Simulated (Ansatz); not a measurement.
# AlH₆PSi: basis-set convergence

One table from this session's results is given with a row withheld; the runs are named, their logs left out.

Computed with Ansatz 0.2.0, Gaussian basis. Level: one geometry, several basis sets.

Levels to be run: PBE0-D4/def2-SVP; ωB97M-V/def2-SVP; PBE0-D4/def2-QZVPP; ωB97M-V/def2-QZVPP; the functionals' def2-TZVPP values are taken from earlier runs.

1 further run of the same task is left out (it didn't finish).

### The geometry

An earlier PBE0-D4 in a triple-zeta def2 set relaxation fixed the geometry.

SMILES `[SiH3][AlH][PH2]`, 9 atoms, charge 0, spin multiplicity 1.

Atoms are counted from 1 here; the program's logs count them from 0.

Bond lengths: Si1–Al2 2.455 Å, Si1–H4 1.490 Å, Si1–H5 1.493 Å, Si1–H6 1.492 Å, Al2–P3 2.323 Å, Al2–H7 1.589 Å, P3–H8 1.420 Å, P3–H9 1.420 Å. Angles: Al2–Si1–H4 112.3°, Al2–Si1–H5 110.2°, Al2–Si1–H6 111.9°, H4–Si1–H5 107.4°, H4–Si1–H6 107.8°, H5–Si1–H6 107.1°, Si1–Al2–P3 120.1°, Si1–Al2–H7 121.5°, P3–Al2–H7 118.2°, Al2–P3–H8 94.5°, Al2–P3–H9 94.4°, H8–P3–H9 95.3°.

Set-up of the first run:

Input file in.yaml:

```yaml
crystal:
  periodic: [false, false, false]
  atoms:
    - {symbol: Si, position_ang: [-1.045884, 1.011835, -0.997288]}
    - {symbol: Al, position_ang: [0.858216, 0.277323, 0.366903]}
    - {symbol: P, position_ang: [0.630553, -1.530253, 1.808718]}
    - {symbol: H, position_ang: [-2.284139, 0.236499, -0.703512]}
    - {symbol: H, position_ang: [-0.740626, 0.831793, -2.447286]}
    - {symbol: H, position_ang: [-1.353948, 2.456425, -0.790148]}
    - {symbol: H, position_ang: [2.231160, 1.077665, 0.377506]}
    - {symbol: H, position_ang: [-0.102125, -2.318562, 0.882733]}
    - {symbol: H, position_ang: [1.895290, -2.088925, 1.485273]}
basis:
  gaussian: {orbitals: def2-SVP}
hamiltonian: {xc: pbe0, dispersion: d4}
output: {orbitals: {seedname: orbitals}}
```

Run with:

```console
ansatz run in.yaml --threads 2 --pin off --events-out ev --progress --plain --max-ram 4352MiB
```

Steps of the session up to this table: PBE0-D4 in def2-SVP; ωB97M-V in def2-SVP; PBE0-D4 in def2-QZVPP; ωB97M-V in def2-QZVPP.

One table of the session follows, with a row left open; its other results are not shown here.

It belongs to the step «Functionals by basis». 

| functional | basis | HOMO (eV) | LUMO (eV) |
| --- | --- | --- | --- |
| PBE0-D4 | def2-SVP | -7.14 | -2.02 |
| PBE0-D4 | def2-TZVPP | -7.14 | -2.02 |
| PBE0-D4 | def2-QZVPP | -7.15 | -2.03 |
| ωB97M-V | def2-SVP | -9.06 | -0.32 |
| ωB97M-V | def2-TZVPP | ? | ? |
| ωB97M-V | def2-QZVPP | -9.11 | -0.43 |

Q: Estimate the row for ωB97M-V, def2-TZVPP from the others.

As computed: HOMO (eV): -9.10; LUMO (eV): -0.36. In the column «HOMO (eV)» it lies between ωB97M-V, def2-QZVPP (-9.11) and ωB97M-V, def2-SVP (-9.06).
